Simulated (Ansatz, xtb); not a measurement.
**C2H3F2−: which of two spin states lies lower**

Structure I is the triplet with the links of `C[C-](F)F` and structure II is `C[C-](F)F`, a singlet. Both are isolated ions in the gas phase, relaxed with PBE0-D3(BJ)/def2-SVPD.

I (Å):

```xyz
7

C    -1.7506   -2.3974    1.0480
C    -1.1010   -2.6912   -0.2388
F    -1.8569   -3.1135   -1.2630
F    -0.1551   -1.8543   -0.6903
H    -2.3965   -1.5030    1.0092
H    -0.9719   -2.2385    1.8212
H    -2.3678   -3.2667    1.3519
```

II (Å):

```tsv
atom	x (Å)	y (Å)	z (Å)
C	-1.7165	-2.4539	1.0247
C	-0.9144	-2.8840	-0.1897
F	-1.9353	-3.0183	-1.2098
F	-0.2891	-1.6453	-0.6088
H	-2.3725	-1.5761	0.8156
H	-1.0275	-2.1942	1.8435
H	-2.3445	-3.2928	1.3627
```

Problem. Estimate E(II) − E(I) at the level CCSD(T)/def2-SVPD + ΔMP2/def2-TZVPPD.

Solution. Calculated at CCSD(T)/def2-SVPD + ΔMP2/def2-TZVPPD: E(II) − E(I) = −48.3 kcal/mol, so structure II lies lower.

How the difference moves with the method:

```json
{"level": "PBE0-D3(BJ)/def2-SVPD", "geometry": "PBE0-D3(BJ)/def2-SVPD", "E(II) − E(I) (kcal/mol)": "−52.3", "departure from the last row (kcal/mol)": "−4.0", "job, with rough time for the two": "optimisation, 60 s"}
{"level": "HF/def2-SVPD", "geometry": "PBE0-D3(BJ)/def2-SVPD", "E(II) − E(I) (kcal/mol)": "−41.2", "departure from the last row (kcal/mol)": "+7.1", "job, with rough time for the two": "part of the CCSD(T) run"}
{"level": "MP2/def2-SVPD", "geometry": "PBE0-D3(BJ)/def2-SVPD", "E(II) − E(I) (kcal/mol)": "−60.3", "departure from the last row (kcal/mol)": "−12.0", "job, with rough time for the two": "part of the CCSD(T) run"}
{"level": "CCSD(T)/def2-SVPD", "geometry": "PBE0-D3(BJ)/def2-SVPD", "E(II) − E(I) (kcal/mol)": "−60.3", "departure from the last row (kcal/mol)": "−11.9", "job, with rough time for the two": "single point"}
{"level": "CCSD(T)/def2-SVPD + ΔMP2/def2-TZVPPD", "geometry": "PBE0-D3(BJ)/def2-SVPD", "E(II) − E(I) (kcal/mol)": "−48.3", "departure from the last row (kcal/mol)": "", "job, with rough time for the two": "single point, 57 s"}
```

None of the levels shown reverses the order. The largest departure from CCSD(T)/def2-SVPD + ΔMP2/def2-TZVPPD is that of MP2/def2-SVPD, 12.0 kcal/mol. Levels run at GFN2-xTB geometries aren't shown. The last row adds to CCSD(T) the change of the MP2 difference between the two basis sets, here +11.9 kcal/mol, a large step that makes the value less sure.

With harmonic frequencies from PBE0-D3(BJ)/def2-SVPD (ideal gas, rigid rotor, one conformer each, 298.15 K, 1 atm): the zero-point term adds −0.2 kcal/mol; ΔH is −48.6 and ΔG −47.7 kcal/mol.

Open shells are spin-unrestricted. The correlated steps freeze 4 core orbitals. ΔG holds the spin degeneracy. Codes used: Ansatz 0.2.0; the last row on 2 threads of Arm Neoverse V2 on a shared host.
